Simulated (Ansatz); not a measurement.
# SiP (quartet): from Hartree-Fock to the top rungs at distance Si1–P2 = 3.259 Å, 6-31G

How much of the correlation energy of SiP (quartet) does each wave-function method recover here?

Computed with Ansatz 0.2.0, Gaussian basis. Level: 6-31G, core rule «outside noble gas», up to 10 orbitals frozen.

Plan: UHF; CCSD(T) on ROHF; CCSD(T) on UHF; BCCD(T) on ROHF; CISD; CCSDT(Q) on ROHF; CCSDT(Q) on UHF; CISDTQ; CCSDTQ on ROHF; CCSDTQ on UHF; CASSCF and MRCISD+Q, 5 electrons in 5 orbitals; CASSCF and NEVPT2, 5 electrons in 5 orbitals; CASSCF and MRCISD+Q, 9 electrons in 8 orbitals; CASSCF and NEVPT2, 9 electrons in 8 orbitals; Full CI.

26 further runs of the same task are left out: 20 that didn't finish, 6 set aside as unsound or not needed.

## (1) What is computed

The geometry derives from a PBE0/def2-TZVP stationary point (not a proven minimum). One bond is set to the value named and the two fragments are kept rigid.

2 atoms, charge 0, spin multiplicity 4.

Atoms are counted from 1 here; the program's logs count them from 0.

No contacts short enough for the rule that draws bonds.

## (2) UHF

The input, in.yaml:

```yaml
crystal:
  periodic: [false, false, false]
  atoms:
    - {symbol: Si, position_ang: [0.000000, 0.000000, 0.000000]}
    - {symbol: P, position_ang: [0.000000, 0.000000, 3.259000]}
basis:
  gaussian: {orbitals: 6-31G}
magnetization: {spin_polarized: true, initial_magnetization: 3}
hamiltonian: {xc: hf}
output: {orbitals: {seedname: orbitals}}
```

On the command line:

```console
$ ansatz run in.yaml --threads 1 --pin off --events-out ev --progress --plain --max-ram 2393MiB
```

After this run come: CCSD(T) on ROHF; CCSD(T) on UHF; BCCD(T) on ROHF; CISD; CCSDT(Q) on ROHF; CCSDT(Q) on UHF; CISDTQ; CCSDTQ on ROHF; CCSDTQ on UHF; CASSCF and MRCISD+Q, 5 electrons in 5 orbitals; CASSCF and NEVPT2, 5 electrons in 5 orbitals; CASSCF and MRCISD+Q, 9 electrons in 8 orbitals; CASSCF and NEVPT2, 9 electrons in 8 orbitals; Full CI.

**Question.** What will the summary of the whole plan be? Wanted: FCI below the RHF energy; RMP2 from FCI; UMP2 from FCI; RCCSD from FCI; RCCSD(T) from FCI; UCCSD(T) from FCI; RCCSDT(Q) from FCI; UCCSDT(Q) from FCI; NEVPT2 pair from FCI.

The runs gave:

```
                         quantity                                                                                                                 value
         FCI below the RHF energy                                                                                                            -2.6230 eV
                    RMP2 from FCI                                                                                                       +23.73 kcal/mol
                    UMP2 from FCI                                                                                                       +21.51 kcal/mol
                   RCCSD from FCI                                                                                                        +3.00 kcal/mol
                RCCSD(T) from FCI                                                                                                        +0.91 kcal/mol
                UCCSD(T) from FCI                                                                                                        +0.94 kcal/mol
               RCCSDT(Q) from FCI                                                                                                        +0.03 kcal/mol
               UCCSDT(Q) from FCI                                                                                                        +0.01 kcal/mol
             NEVPT2 pair from FCI                                                                                                       +10.49 kcal/mol
          NEVPT2 valence from FCI                                                                                                        +6.93 kcal/mol
        MRCISD+Q valence from FCI                                                                                                        +0.32 kcal/mol
levels within 1 kcal/mol (43 meV)  RCCSD(T), UCCSD(T), RCCSDT, UCCSDT, CISDTQ, RCCSDT(Q), UCCSDT(Q), RCCSDTQ, UCCSDTQ, MRCISD valence, MRCISD+Q valence
                    T1 diagnostic                                                                                                                 0.044
   effectively unpaired electrons                                                                                                                  3.68
```

In words: RCCSD(T) misses by +0.91 kcal/mol, 1.5 % of the correlation energy. The occupations show some static correlation. Of the multireference levels listed MRCISD+Q valence comes nearest in total energy (+0.32 kcal/mol), which doesn't show that its space is the better one. These misses are within one basis, not against nature; the frozen cores of restricted and unrestricted runs differ, which can shift their rows.
